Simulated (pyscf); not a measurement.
Thermochemistry of product channels of BH₃ (SMILES B) + H₃C–OH (SMILES CO) on the singlet surface, in kcal/mol, from ωB97M-D3(BJ)/def2-TZVP energies (ideal gas, 1 atm, RRHO with modes under 100 cm⁻¹ raised to 100, one conformer, R ln 2 for rigid chiral ones). Optimised with ωB97X-D3(BJ)/def2-SVP in PySCF.

```csv
products,ΔE,ΔH(298 K),ΔG(600 K),ΔG(900 K)
H₂B–CH₂–OH (SMILES BCO) + H₂ (SMILES [H][H]),+1.8,-0.7,+3.4,+4.7
H₂B–O–CH₃ (SMILES BOC) + H₂ (SMILES [H][H]),-33.9,-36.0,-32.4,-31.3
```

These are energies of the channels, which say nothing of barriers. H₂B–CH₂–OH lies 59.2 kcal/mol over its isomer H₃C–BH–OH, and others may lie lower still (electronic energy, ωB97M-D3(BJ)). H₂B–O–CH₃ lies 23.5 kcal/mol over its isomer H₃C–BH–OH, and others may lie lower still (electronic energy, ωB97M-D3(BJ)).
